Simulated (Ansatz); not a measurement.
`[Li][Cl]` + CH₃SH → `[Li][S]C` + HCl  (ligand exchange at a Li–Cl bond)

Computed with Ansatz on PBE0-D4/def2-TZVP structures; ΔE is electronic, products minus reactants. CCSD(T)/CBS is the MP2 limit (def2-TZVPP, def2-QZVPP) plus CCSD(T) − MP2 in def2-TZVPP, frozen cores. This one scheme is used for every species. DFT in def2-TZVPP. HSE06 is defined as in plane-wave codes. For Li outer-core shells are correlated without core-valence functions, which leaves a few kJ/mol of doubt a bond.

`[Li][Cl]`:

Cartesian coordinates in Å:
```
Li 0.774 0.625 0.155
Cl -0.774 -0.625 -0.155
```

CH₃SH:

```xyz
6

C    -0.406    0.249    0.121
S     0.993   -0.852    0.426
H    -0.075    1.247   -0.163
H    -0.949    0.318    1.063
H    -1.076   -0.157   -0.637
H     1.513   -0.805   -0.810
```

`[Li][S]C`:

Z-matrix (Å, degrees):
```
C
S 1 1.823
H 1 1.091 2 108.5
H 1 1.092 2 112.0 3 -118.8
H 1 1.092 2 111.8 3 118.7
Li 2 2.134 1 108.6 3 176.4
```

HCl:

Z-matrix (Å, degrees):
```
Cl
H 1 1.279
```

```csv
level,ΔE (kJ/mol),difference from CCSD(T)/CBS
BLYP-D4,109.7,-0.1
B97M-V,114.6,4.8
r2SCAN0-D4,115.0,5.2
ωB97X-V,114.5,4.7
ωB97M-V,112.7,2.9
PBE-QIDH,112.1,2.3
PBE,107.2,-2.6
HSE06,110.9,1.1
MP2/def2-SVP,110.5,0.7
CCSD/def2-SVP,111.6,1.8
CCSD(T)/def2-SVP,110.1,0.3
CCSD(T)/def2-TZVPP,108.5,-1.3
HF/def2-QZVPP,125.2,15.4
SCS-MP2/def2-QZVPP,111.5,1.7
HF/CBS(def2),125.2,15.4
CCSD/CBS(def2),112.4,2.6
CCSD(T)/CBS,109.8,0
```

Largest T1 diagnostic among the species: 0.009.

In def2-TZVPP, CCSD(T) changes the Hartree–Fock value by −16.7 kJ/mol (the triples alone add −2.7 kJ/mol) and MP2 by −16.2 kJ/mol. From BLYP to BHLYP (50 % exact exchange), in def2-TZVPP and without D4, ΔE moves by +7.8 kJ/mol. Leaving LDA and LC-ωPBE aside and taking each functional with its dispersion term where it has one, the values, not all of them listed here, spread over 13.5 kJ/mol, from revPBE-D4 to BHLYP-D4.
